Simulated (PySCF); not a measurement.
# NaLi⁺: energy against distance

Set-up: Na aug-pcseg-1, Li aug-pcseg-1; no relativity (PySCF 2.14). Energies in eV from Na⁺ + Li in their ground configurations at the same level. State: ²Σ⁺ (doublet), unpaired electrons σ ↑.

All columns are r²SCAN. A positive dipole points towards Li; it is taken about the centre of mass and depends on that origin.

```json
{"R (Å)": "2.927", "E (eV)": "-0.872", "μ (D)": "3.33", "Mulliken charge on Na (basis-dependent)": "0.70", "HOMO (eV)": "-8.54", "LUMO (eV)": "-5.87", "Mayer bond order": "0.42", "⟨S²⟩": "0.75"}
{"R (Å)": "3.064", "E (eV)": "-0.922", "μ (D)": "3.47", "Mulliken charge on Na (basis-dependent)": "0.71", "HOMO (eV)": "-8.41", "LUMO (eV)": "-5.80", "Mayer bond order": "0.42", "⟨S²⟩": "0.75"}
{"R (Å)": "3.200", "E (eV)": "-0.950", "μ (D)": "3.59", "Mulliken charge on Na (basis-dependent)": "0.70", "HOMO (eV)": "-8.29", "LUMO (eV)": "-5.73", "Mayer bond order": "0.42", "⟨S²⟩": "0.75"}
{"R (Å)": "3.302", "E (eV)": "-0.960", "μ (D)": "3.69", "Mulliken charge on Na (basis-dependent)": "0.70", "HOMO (eV)": "-8.20", "LUMO (eV)": "-5.69", "Mayer bond order": "0.43", "⟨S²⟩": "0.75"}
{"R (Å)": "3.404", "E (eV)": "-0.963", "μ (D)": "3.78", "Mulliken charge on Na (basis-dependent)": "0.69", "HOMO (eV)": "-8.11", "LUMO (eV)": "-5.65", "Mayer bond order": "0.43", "⟨S²⟩": "0.75"}
{"R (Å)": "3.506", "E (eV)": "-0.959", "μ (D)": "3.87", "Mulliken charge on Na (basis-dependent)": "0.68", "HOMO (eV)": "-8.02", "LUMO (eV)": "-5.62", "Mayer bond order": "0.44", "⟨S²⟩": "0.75"}
{"R (Å)": "3.642", "E (eV)": "-0.946", "μ (D)": "3.98", "Mulliken charge on Na (basis-dependent)": "0.66", "HOMO (eV)": "-7.91", "LUMO (eV)": "-5.59", "Mayer bond order": "0.45", "⟨S²⟩": "0.75"}
{"R (Å)": "3.812", "E (eV)": "-0.919", "μ (D)": "4.12", "Mulliken charge on Na (basis-dependent)": "0.64", "HOMO (eV)": "-7.77", "LUMO (eV)": "-5.56", "Mayer bond order": "0.46", "⟨S²⟩": "0.75"}
{"R (Å)": "4.017", "E (eV)": "-0.878", "μ (D)": "4.28", "Mulliken charge on Na (basis-dependent)": "0.61", "HOMO (eV)": "-7.61", "LUMO (eV)": "-5.62", "Mayer bond order": "0.48", "⟨S²⟩": "0.75"}
{"R (Å)": "4.289", "E (eV)": "-0.814", "μ (D)": "4.49", "Mulliken charge on Na (basis-dependent)": "0.59", "HOMO (eV)": "-7.42", "LUMO (eV)": "-5.75", "Mayer bond order": "0.49", "⟨S²⟩": "0.75"}
```

A fit through these points gives, at Re = 3.390 Å, μ = 3.76 D and dμ/dR = 0.881 D/Å; the reduced mass is 5.376 u.

Question: How strong is the fundamental in the double-harmonic approximation, I = 42.26·(dμ/dR)²/μred km/mol?

Answer: I = 42.26·(0.881)²/5.376 = 6.10 km/mol at r²SCAN.

For an ion De counts to the pair picked by the measured ionisation energies or electron affinities, which need not be the lowest pair at this level. The state is the lowest determinant that a PBE0 search found; another state may lie lower at other levels.
